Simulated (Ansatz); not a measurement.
Two isomers of C4H6O: A = `C=C(C)C=O`, B = `C#CCOC`.

Isolated molecules relaxed with PBE0-D4/def2-TZVP in Ansatz; ΔE leaves out vibrations. CBS: MP2 limit from def2 TZ/QZ plus the TZ coupled-cluster correction, frozen cores. DFT in def2-TZVPP. B3LYP here is the variant with VWN-RPA as its local correlation; programs differ in this. Each species was taken in one conformer, which may not be the lowest.

A:

```xyz
11

C    -1.389   -0.375    0.337
C    -0.135    0.001    0.086
C     0.687   -0.451   -1.071
C     0.488    0.944    1.035
O     1.611    1.365    0.930
H    -1.925   -1.064   -0.306
H    -1.915    0.004    1.207
H     1.011    0.407   -1.666
H     1.599   -0.942   -0.722
H     0.132   -1.139   -1.709
H    -0.165    1.250    1.880
```

B:

```xyz
11

C     1.431   -2.478   -0.407
C     0.883   -1.413   -0.425
C     0.227   -0.118   -0.478
O    -0.360    0.184    0.760
C    -1.000    1.431    0.736
H     1.917   -3.425   -0.384
H     0.965    0.652   -0.754
H    -0.535   -0.130   -1.274
H    -0.294    2.244    0.513
H    -1.428    1.595    1.724
H    -1.806    1.457   -0.011
```

(1) Which isomer does CCSD(T)/CBS put lower? Give the gap. (Best estimate.)

(2) Give E(B) − E(A) in kJ/mol with B2PLYP, MP2/def2-TZVPP, PBE0-D4, CCSD/def2-TZVPP, BLYP-D4, B3LYP-D4, LDA (SPW92). (Estimate.)

(3) Does the order hold for the free energy at 298.15 K (harmonic terms from PBE0-D4)? (Estimate.)

Largest T1 diagnostic: 0.014.

Answers

(1) Computed: A, by 177.3 kJ/mol.

(2) Ansatz gave: B2PLYP 180.6, MP2/def2-TZVPP 176.2, PBE0-D4 191.9, CCSD/def2-TZVPP 176.2, BLYP-D4 190.7, B3LYP-D4 187.6, LDA (SPW92) 190.8. None reverses the order clearly.

(3) Ansatz gave: Yes: G(B) − G(A) = +175.5 kJ/mol, for one conformer each.

Leaving LDA and LC-ωPBE aside and taking each functional with its dispersion term where it has one, the values, not all of them listed here, spread over 19.5 kJ/mol, from B2PLYP to revPBE-D4. At CCSD(T), def2-SVP lies +18.0 kJ/mol from the extrapolated value and def2-TZVPP +2.4 kJ/mol.
